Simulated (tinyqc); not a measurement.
Inside a calculation. Method: RHF in the sto-3g basis, for H2F+, spin multiplicity 1. One step of it, computed by the program tinyqc.

Problem. Iteration 1: diagonalisation and new density. Diagonalise F' = X^T F X, C = X C', fill 5 alpha and 5 beta electrons from the bottom; D = 2 C_occ C_occ^T. Each column has its largest component positive (the first on a tie).

Fock matrix F (hartree), lower triangle:
```
,1F 1s,1F 2s,1F 2px,1F 2py,1F 2pz,2H 1s,3H 1s
1F 1s,-26.978738
1F 2s,-6.953394,-3.627348
1F 2px,0.033475,0.032723,-1.043538
1F 2py,-0.071173,0.016516,-0.109400,-1.273119
1F 2pz,0.016650,-0.037660,0.098097,-0.046344,-1.239904
2H 1s,-1.238963,-1.004352,0.124554,-0.503656,-0.216962,-0.742050
3H 1s,-1.265881,-1.021386,-0.031860,0.552713,-0.285790,-0.240995,-0.753609
```

X, lower triangle:
```
,1F 1s,1F 2s,1F 2px,1F 2py,1F 2pz,2H 1s,3H 1s
1F 1s,1.023878
1F 2s,-0.137736,1.163228
1F 2px,0.000000,0.000000,1.000000
1F 2py,0.000000,0.000000,0.000000,1.081010
1F 2pz,-0.005448,0.053860,0.000000,0.000000,1.020566
2H 1s,0.018613,-0.225103,0.000000,-0.185431,-0.086277,1.128292
3H 1s,0.018613,-0.225103,0.000000,0.185431,-0.086277,-0.070527,1.128292
```

Give: F' = X^T F X; orbital energies; coefficients C; D after iteration 1.

Solution.

F' = X^T F X (hartree), lower triangle:
```
,1,2,3,4,5,6,7
1,-26.476
2,-3.542,-2.383
3,0.031,0.018,-1.044
4,-0.085,0.014,-0.147,-1.099
5,0.007,0.007,0.094,-0.067,-1.213
6,-0.198,-0.274,0.148,-0.325,-0.070,-0.406
7,-0.256,-0.289,-0.080,0.380,-0.172,-0.047,-0.380
```

orbital energies (hartree): MO1 -26.992, MO2 -1.957, MO3 -1.360, MO4 -1.284, MO5 -1.044, MO6 -0.326, MO7 -0.038

coefficients C:
```
,MO1,MO2,MO3,MO4,MO5,MO6,MO7
1F 1s,0.994,-0.271,-0.019,0.024,0.000,0.074,0.005
1F 2s,0.025,1.065,0.073,-0.116,0.009,-0.564,-0.066
1F 2px,-0.001,-0.036,0.183,-0.379,0.880,0.071,-0.208
1F 2py,0.004,-0.051,0.857,0.001,-0.008,-0.068,0.704
1F 2pz,0.000,0.072,0.090,0.899,0.365,-0.297,-0.129
2H 1s,-0.005,-0.054,0.153,0.065,-0.245,0.882,-0.709
3H 1s,-0.001,-0.048,-0.200,0.068,0.230,0.667,0.909
```

D after iteration 1, lower triangle:
```
,1F 1s,1F 2s,1F 2px,1F 2py,1F 2pz,2H 1s,3H 1s
1F 1s,2.125
1F 2s,-0.536,2.309
1F 2px,-0.009,0.053,1.904
1F 2py,0.003,0.016,0.302,1.475
1F 2pz,0.001,-0.037,-0.011,0.141,1.909
2H 1s,0.017,-0.113,-0.420,0.272,-0.042,0.181
3H 1s,0.034,-0.143,0.283,-0.343,0.248,-0.160,0.200
```
